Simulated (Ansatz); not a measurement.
A calculation with Ansatz (development build ahead of 0.2.0).

```yaml
crystal:
  periodic: [false, false, false]
  atoms:
    - { symbol: O, position_ang: [0.0, 0.0, -1.23585] }
    - { symbol: C, position_ang: [0.0, 0.0, 0.0] }
    - { symbol: O, position_ang: [0.0, 0.0, 1.23585] }
basis:
  gaussian: { orbitals: def2-SVP }
total_charge: 1
magnetization:
  initial_magnetization: 1
hamiltonian:
  xc: hf
correlation:
  method: mp2
  frozen_orbitals: { C: 1, O: 1 }
scf:
  omitted_lower_state_checks: [stability, starts, atomic_configurations, cluster_reference, orbital_swaps, given_window_search, neighbouring_geometries, increment]
```

The input is written out in the form of the current development build from the run's settings. Correlation on restricted open-shell orbitals is semicanonical, with singles.

Results

```yaml
Converged: yes
Reference_energy: -186.95266 hartree
Correlation_energy: -0.51471 hartree
Total_energy: -187.46738 hartree
Spin_squared_of_the_determinant: 0.750
Occupied_orbitals_by_symmetry_in_an_Abelian_subgroup_alpha;_beta: 4 Ag 3 B1u 1 B2g 1 B2u 1 B3g 1 B3u; 4 Ag 3 B1u 1 B2g 1 B2u 1 B3u
```

Messages of the program:
```
mean field -5087.24117342 eV, -186.9526648674 hartree, gradient 4.0e-6 eV, S^2 0.750000; 0 other ends of a descent, 0 dependent functions left out
```

The reference isn't the lowest determinant (another lies 0.34 eV lower), but the same method gives a higher total on the lower determinant. Caution: an unrestricted determinant lies well below; MP2 on this radical cation hangs on the determinant chosen.
